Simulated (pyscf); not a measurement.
Single points on ωB97X-D3(BJ)/def2-SVP structures (PySCF, gas phase). MP2 and CC: frozen core, UHF for open shells. ΔMP2 is the change of the MP2 total energy from the triple- to the quadruple-zeta basis.

Q: For the elementary gas-phase step HO–PH–OH (SMILES OPO) → O=PH (SMILES O=P) + H₂O (SMILES O) (singlet surface; H–O, O–P broken, H–O formed), what barrier and reaction energy does CCSD(T)/def2-TZVPP + ΔMP2(QZVPP) give, measured from the reactant's lowest minimum found?

A: ΔE‡ = 43.4 kcal/mol, ΔE = +36.8 kcal/mol. Zero-point energy shifts the barrier by -3.1 kcal/mol. It is an elimination, with an imaginary mode of 1326i cm⁻¹. On the product side the descent ends in a bound adduct, 10.0 kcal/mol under the separated species and 11.9 kcal/mol under the saddle at ωB97X-D3(BJ)/def2-TZVP. This is the saddle that the search found; another between the same sides may lie lower. The CCSD(T) − MP2 part came from Ansatz, without density fitting, on the same reference.
